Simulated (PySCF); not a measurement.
Gas-phase reaction: 3 H + C₂H₅F + 3 (CH₃)₂Si → SiH₂F + 2 Si(CH₃)₄

Method: PySCF energies plus ideal-gas RRHO corrections (1 bar). † marks an energy on the PBE0/def2-TZVP geometry and frequencies; other levels use their own. MP2 freezes the core. 6-31G* has spherical d functions here. Open shells (unrestricted): H (multiplicity 2), SiH₂F (multiplicity 2); the rest are closed-shell singlets. B3LYP is the form with VWN-RPA correlation. (CH₃)₂Si, SiH₂F: computed as isolated molecules; such fragments, hydroxides, amides, oligomers or adducts are transient or little studied in the gas. MP2 isn't extrapolated to the basis-set limit.

| level | ΔH°(298 K), kJ |
|---|---|
| B3LYP/6-31G* | -1357 |
| BLYP/def2-TZVP† | -1332 |
| MP2/def2-TZVPP† | (withheld) |
| PBE/def2-SVP | (withheld) |
| PBE0/def2-SVP† | (withheld) |
| PBE0/def2-TZVP | -1401 |
| ωB97M-V/def2-TZVP† | -1403 |
| ωB97X-V/def2-TZVP† | (withheld) |

Q: What belongs in the gaps?

A: 
- MP2/def2-TZVPP†, ΔH°(298 K), kJ: -1434
- PBE/def2-SVP, ΔH°(298 K), kJ: -1334
- PBE0/def2-SVP†, ΔH°(298 K), kJ: -1369
- ωB97X-V/def2-TZVP†, ΔH°(298 K), kJ: -1436
